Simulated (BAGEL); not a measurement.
# HF/cc-pVDZ (density fitting with qzvpp-jkfit) run of CH8BN (SMILES [BH3-][NH2+]C)

Aim: the vertical singlet–triplet gap of CH8BN at HF/cc-pVDZ (density fitting with qzvpp-jkfit), from 2 runs. 

Program for the calculation: BAGEL 1.2.2.

### 1 The system as given

CH8BN: 11 atoms, total charge 0, spin state singlet. As SMILES, `[BH3-][NH2+]C`. Geometry: relaxed at PBE0-D4/def2-TZVP.

Bond lengths: B1–N2 1.626 Å, N2–C3 1.469 Å, B1–H4 1.214 Å, B1–H5 1.214 Å, B1–H6 1.214 Å, N2–H7 1.016 Å, N2–H8 1.016 Å, C3–H9 1.089 Å, C3–H10 1.089 Å, C3–H11 1.092 Å. Some angles: B1–N2–C3 114.0°, B1–N2–H7 108.2°, B1–N2–H8 108.2°, C3–N2–H7 109.9°, C3–N2–H8 109.9°, N2–B1–H4 105.5°, N2–B1–H5 105.4°, N2–B1–H6 105.4°, N2–C3–H9 108.2°, N2–C3–H10 108.2°.

### 2 A single-point energy at HF/cc-pVDZ (density fitting with qzvpp-jkfit)

hf.json

```json
{ "bagel": [

{
  "title": "molecule",
  "basis": "cc-pvdz.json",
  "df_basis": "qzvpp-jkfit",
  "angstrom": true,
  "geometry": [
    { "atom": "B", "xyz": [      -0.828400,       1.032000,      -0.205100 ] },
    { "atom": "N", "xyz": [      -0.349500,      -0.497500,       0.070800 ] },
    { "atom": "C", "xyz": [       1.107800,      -0.661100,       0.155200 ] },
    { "atom": "H", "xyz": [      -2.040900,       0.991000,      -0.245400 ] },
    { "atom": "H", "xyz": [      -0.325100,       1.341700,      -1.265700 ] },
    { "atom": "H", "xyz": [      -0.402900,       1.677500,       0.731200 ] },
    { "atom": "H", "xyz": [      -0.783500,      -0.815200,       0.932300 ] },
    { "atom": "H", "xyz": [      -0.721000,      -1.084700,      -0.669900 ] },
    { "atom": "H", "xyz": [       1.475700,      -0.024100,       0.957600 ] },
    { "atom": "H", "xyz": [       1.543500,      -0.317100,      -0.781300 ] },
    { "atom": "H", "xyz": [       1.389800,      -1.699400,       0.341100 ] }
  ]
},

{
  "title": "hf"
},

{
  "title": "print",
  "file": "orbitals.molden",
  "orbitals": true
}

]}
```

The basis set cc-pVDZ is read from a file made from the Basis Set Exchange's data (not shown).

On the command line:

```sh
$ BAGEL_NUM_THREADS=1 BAGEL hf.json > hf.out
```

The program printed:

```text
* using 1 threads per process

  ===============================================================
  ===============================================================

  *** Geometry ***

  { "atom" : "B", "xyz" : [     -1.565449,      1.950197,     -0.387583 ] },
  { "atom" : "N", "xyz" : [     -0.660459,     -0.940139,      0.133793 ] },
  { "atom" : "C", "xyz" : [      2.093439,     -1.249298,      0.293285 ] },
  { "atom" : "H", "xyz" : [     -3.856742,      1.872719,     -0.463739 ] },
  { "atom" : "H", "xyz" : [     -0.614350,      2.535446,     -2.391826 ] },
  { "atom" : "H", "xyz" : [     -0.761371,      3.170016,      1.381768 ] },
  { "atom" : "H", "xyz" : [     -1.480600,     -1.540505,      1.761792 ] },
  { "atom" : "H", "xyz" : [     -1.362493,     -2.049786,     -1.265928 ] },
  { "atom" : "H", "xyz" : [      2.788669,     -0.045542,      1.809602 ] },
  { "atom" : "H", "xyz" : [      2.916792,     -0.599232,     -1.476443 ] },
  { "atom" : "H", "xyz" : [      2.626341,     -3.211401,      0.644586 ] },

  Number of auxiliary basis functions:      371

  Since a DF basis is specified, we compute 2- and 3-index integrals:
    o Being stored without compression. Storage requirement is 0.020 GB

  Number of basis functions:       82
  Number of electrons      :       26

    * METHOD: MOLECULE                             0.15

  *** RHF ***

  === Nuclear Repulsion ===
    82.5263500521

      * DIIS with orbital gradients will be used.

  === RHF iteration (cc-pvdz.json) ===
      0       -121.49546008          0.01679544           0.04
      1       -121.62884165          0.00785033           0.04
      2       -121.65231599          0.00178297           0.04
      3       -121.65409579          0.00038841           0.04
      4       -121.65417762          0.00008263           0.04
      5       -121.65418200          0.00001673           0.03
      6       -121.65418229          0.00000680           0.03
      7       -121.65418233          0.00000134           0.03
      8       -121.65418233          0.00000034           0.03
      9       -121.65418233          0.00000011           0.03
     10       -121.65418233          0.00000002           0.03
     11       -121.65418233          0.00000001           0.03
    * SCF iteration converged.

    * Permanent dipole moment:
           (   -0.753384,     2.043257,    -0.372908) a.u.

    * METHOD: HF                                   0.53

    * METHOD: PRINT                                0.01

  ===============================================================
```

It took 1.1 s on 1 thread of Intel Xeon Platinum 8488C (Sapphire Rapids), shared host; peak memory 0.085 GiB.

### 3 The triplet

job.json

```json
{ "bagel" : [

{
  "title" : "molecule",
  "basis" : "cc-pvdz.json",
  "df_basis" : "qzvpp-jkfit",
  "angstrom" : true,
  "geometry" : [
    { "atom" : "B", "xyz" : [   -0.828400,    1.032000,   -0.205100 ] },
    { "atom" : "N", "xyz" : [   -0.349500,   -0.497500,    0.070800 ] },
    { "atom" : "C", "xyz" : [    1.107800,   -0.661100,    0.155200 ] },
    { "atom" : "H", "xyz" : [   -2.040900,    0.991000,   -0.245400 ] },
    { "atom" : "H", "xyz" : [   -0.325100,    1.341700,   -1.265700 ] },
    { "atom" : "H", "xyz" : [   -0.402900,    1.677500,    0.731200 ] },
    { "atom" : "H", "xyz" : [   -0.783500,   -0.815200,    0.932300 ] },
    { "atom" : "H", "xyz" : [   -0.721000,   -1.084700,   -0.669900 ] },
    { "atom" : "H", "xyz" : [    1.475700,   -0.024100,    0.957600 ] },
    { "atom" : "H", "xyz" : [    1.543500,   -0.317100,   -0.781300 ] },
    { "atom" : "H", "xyz" : [    1.389800,   -1.699400,    0.341100 ] }
  ]
},
{ "title" : "uhf", "nopen" : 2 },
{ "title" : "print", "file" : "orbitals.molden", "orbitals" : true }

]}
```

The basis set cc-pVDZ is read from a file made from the Basis Set Exchange's data (not shown).

On the command line:

```sh
$ BAGEL_NUM_THREADS=1 BAGEL job.json > job.out
```

The program printed:

```text
* using 1 threads per process

  ===============================================================
  ===============================================================

  *** Geometry ***

  { "atom" : "B", "xyz" : [     -1.565449,      1.950197,     -0.387583 ] },
  { "atom" : "N", "xyz" : [     -0.660459,     -0.940139,      0.133793 ] },
  { "atom" : "C", "xyz" : [      2.093439,     -1.249298,      0.293285 ] },
  { "atom" : "H", "xyz" : [     -3.856742,      1.872719,     -0.463739 ] },
  { "atom" : "H", "xyz" : [     -0.614350,      2.535446,     -2.391826 ] },
  { "atom" : "H", "xyz" : [     -0.761371,      3.170016,      1.381768 ] },
  { "atom" : "H", "xyz" : [     -1.480600,     -1.540505,      1.761792 ] },
  { "atom" : "H", "xyz" : [     -1.362493,     -2.049786,     -1.265928 ] },
  { "atom" : "H", "xyz" : [      2.788669,     -0.045542,      1.809602 ] },
  { "atom" : "H", "xyz" : [      2.916792,     -0.599232,     -1.476443 ] },
  { "atom" : "H", "xyz" : [      2.626341,     -3.211401,      0.644586 ] },

  Number of auxiliary basis functions:      371

  Since a DF basis is specified, we compute 2- and 3-index integrals:
    o Being stored without compression. Storage requirement is 0.020 GB

  Number of basis functions:       82
  Number of electrons      :       26

    * METHOD: MOLECULE                             0.14

  *** Open-shell HF ***

  === Nuclear Repulsion ===
    82.5263500521

      * DIIS with orbital gradients will be used.

  === UHF iteration (cc-pvdz.json) ===
      0       -121.15830767          0.03092453           0.06
      1       -121.30343693          0.01927866           0.06
      2       -121.33529886          0.00985344           0.06
      3       -121.34972958          0.00188037           0.07
      4       -121.35146645          0.00061087           0.06
      5       -121.35173556          0.00030258           0.06
      6       -121.35194192          0.00015710           0.06
      7       -121.35199418          0.00009769           0.06
      8       -121.35201165          0.00005139           0.06
      9       -121.35201909          0.00002771           0.06
[... 19 lines of this table left out ...]
     29       -121.35201744          0.00000003           0.06
     30       -121.35201744          0.00000003           0.05
     31       -121.35201744          0.00000002           0.05
     32       -121.35201744          0.00000001           0.06
    * SCF iteration converged.

    * S^2 (UHF) is 2.0281

    * Permanent dipole moment:
           (   -0.810789,    -0.673494,     0.082161) a.u.

    * METHOD: UHF                                  2.04

    * METHOD: PRINT                                0.01

  ===============================================================
```

Wall time 2.5 s (1 thread of Intel Xeon Platinum 8488C (Sapphire Rapids), shared host); peak memory 0.085 GiB.

### 4 What came out

Level: HF/cc-pVDZ (density fitting with qzvpp-jkfit).

| quantity | value |
| --- | --- |
| singlet: total energy | -121.65418 Eh |
| singlet: dipole moment | 5.62 D |
| singlet: HOMO energy | -11.03 eV |
| singlet: LUMO energy | 3.96 eV |
| singlet: HOMO–LUMO gap | 15.00 eV |
| triplet: total energy | -121.35202 Eh |
| triplet: dipole moment | 2.69 D |
| triplet: ⟨S²⟩ | 2.028 |
| vertical energy of the triplet above the singlet | 8.222 eV |

What this shows: At this shape the triplet lies 8.22 eV (190 kcal/mol) above the singlet.
